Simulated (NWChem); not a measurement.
System: LiF anion, doublet; SMILES of the neutral closed-shell parent [Li][F]

NWChem input:

```
start job
memory heap 200 mb stack 900 mb global 1100 mb
charge -1
geometry units angstroms noautoz
  Li     0.000000     0.000000    -1.285302
  F      0.000000     0.000000     0.353597
end
basis spherical
  Li library def2-svpd
  F library def2-svpd
end
dft
  odft
  mult 2
  xc optx lyp
  iterations 150
  mulliken
end
task dft energy
```

Structure relaxed at the B3LYP/def2-SVPD, spin-unrestricted level. This spin state was assumed; another may lie lower. No stability test was run on the SCF state. The highest occupied level is positive, so the extra electron may be held by the finite basis.

**Question.** What results follow from this input? (OLYP/def2-SVPD, spin-unrestricted.) Quantities: energy (Ha); highest occupied level (eV); lowest empty minus highest occupied level, either spin (eV); <S²>.

**Answer.** 
```json
{
 "energy (Ha)": "-107.34",
 "highest occupied level (eV)": "1.60",
 "lowest empty minus highest occupied level, either spin (eV)": "0.68",
 "<S²>": "0.750"
}
```
